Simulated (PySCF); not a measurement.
## Molecular orbitals of AlP⁻

r²SCAN0 at R = 2.157 Å; Al aug-cc-pVDZ-DK, P aug-cc-pVDZ-DK; spin-free X2C with a Gaussian nucleus (PySCF 2.14). State: ²Σ⁺ (doublet), unpaired electrons σ ↑. Only the outer orbitals are listed, counted within each symmetry.

| spin | orbital | occ. | ε (eV) | on Al (%) | main shells (%) |
| --- | --- | --- | --- | --- | --- |
| α | 7σ | 1 | -10.54 | 18 | 81 P s, 12 Al s |
| α | 8σ | 1 | -4.22 | 64 | 62 Al s, 27 P p, 9 P s |
| α | 9σ | 1 | -1.41 | 59 | 41 Al p, 36 P p, 17 Al s |
| α | 3π | 1 | -0.74 | 23 | 77 P p, 22 Al p |
| α | 3π | 1 | -0.74 | 23 | 77 P p, 22 Al p |
| α | 4π | 0 | 3.03 | 102 | 98 Al p |
| α | 4π | 0 | 3.03 | 102 | 98 Al p |
| β | 7σ | 1 | -9.64 | 21 | 78 P s, 15 Al s |
| β | 8σ | 1 | -3.15 | 67 | 65 Al s, 22 P p, 11 P s |
| β | 3π | 1 | -0.55 | 30 | 69 P p, 28 Al p |
| β | 3π | 1 | -0.55 | 30 | 69 P p, 28 Al p |
| β | 9σ | 0 | 1.55 | 67 | 35 P p, 34 Al s, 31 Al p |
| β | 4π | 0 | 3.17 | 106 | 108 Al p |
| β | 4π | 0 | 3.17 | 106 | 108 Al p |

**Question.** Which are the highest filled and the lowest empty level, where do they sit, and how wide is the gap?

**Answer.** Highest filled β 3π at -0.55 eV (in %: 69 P p, 28 Al p); lowest empty β 9σ at 1.55 eV (in %: 35 P p, 34 Al s, 31 Al p); the gap at r²SCAN0 is 2.10 eV. An empty level above zero is unbound, and its energy depends on the basis.

The bond order (Mayer) is 2.41, the ⟨S²⟩ is 0.775 and the charge on Al (Mulliken, basis-dependent) is -0.36. The charge on Al (Löwdin, basis-dependent) is -0.25 and the dipole moment (positive dipole points towards P; it is taken about the centre of mass and depends on that origin) is -1.83 D.

Shares are Mulliken populations and can fall outside 0 to 100 %.

The state is the lowest determinant that a PBE0 search found; another state may lie lower at other levels.
